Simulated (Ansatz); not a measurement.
Two structures of CH6SSi, closed shell, reached by relaxing down either side of one saddle point (PBE0-D4/def2-TZVP). Energies are electronic, without zero-point energy. Program: Ansatz 0.2.0. Basis: def2-TZVPP and def2-QZVPP. Cores are frozen in the correlated methods. Extrapolation: Hartree–Fock as exp(−7.88 √X), correlation as X^−2.97. First:

```
atom    x (Å)    y (Å)    z (Å)
 Si1  -0.4746   0.6308  -0.0842
  S2   0.8947   1.3819  -1.5513
  C3  -0.0878  -1.1202   0.4272
  H4  -0.0962  -1.7852  -0.4385
  H5  -1.7939   0.7162  -0.7608
  H6  -0.4811   1.5172   1.1100
  H7   1.9685   1.3162  -0.7458
  H8   0.8979  -1.1794   0.8945
  H9  -0.8274  -1.4776   1.1491
```

Second:

Si1  (-0.820, 0.414, 0.528)
S2  (1.174, 1.142, -1.814)
C3  (-0.510, -1.131, 1.168)
H4  (0.911, -0.097, -2.257)
H5  (-1.846, 0.647, -0.510)
H6  (-0.273, 1.645, 1.138)
H7  (2.127, 0.696, -0.982)
H8  (0.198, -1.289, 1.973)
H9  (-0.962, -2.026, 0.757)
(Å)

(1) Which bonds change from the first to the second?

(2) Give the saddle point's structure and its height above each. (To be estimated.)

The T1 diagnostic stays at or below 0.014.

Results:

(1) CH₆SSi ([CH3][SiH2][SH]) → CH₄Si ([CH2][SiH2]) + H₂S; bonds formed: S2–H4; bonds broken: Si1–S2, C3–H4.

(2) By the calculation: 79.04 kcal/mol above the first and 12.90 kcal/mol above the second (CCSD(T) at an estimated basis limit (MP2 extrapolated from triple and quadruple zeta, plus CCSD(T) − MP2 in triple zeta)).
Si1  (-0.701, 0.542, 0.337)
S2  (0.881, 0.667, -1.716)
C3  (-0.268, -1.092, 0.700)
H4  (0.644, -0.510, -0.842)
H5  (-1.923, 0.880, -0.427)
H6  (-0.113, 1.704, 1.041)
H7  (1.903, 1.053, -0.936)
H8  (0.476, -1.324, 1.453)
H9  (-0.899, -1.919, 0.391)
(Å)

Labels in which every atom is bracketed show which atoms are joined, not bond orders.

For scale, one of the runs: CCSD(T)/def2-TZVPP, 199 basis functions, launched by `ansatz run in.yaml --threads 2 --pin off --events-out ev --progress --plain --max-ram 4352MiB`. Time: 29 s of wall clock on 2 CPU threads of an AMD EPYC 9R14; the host was shared. Peak host memory: 2.2 GiB.
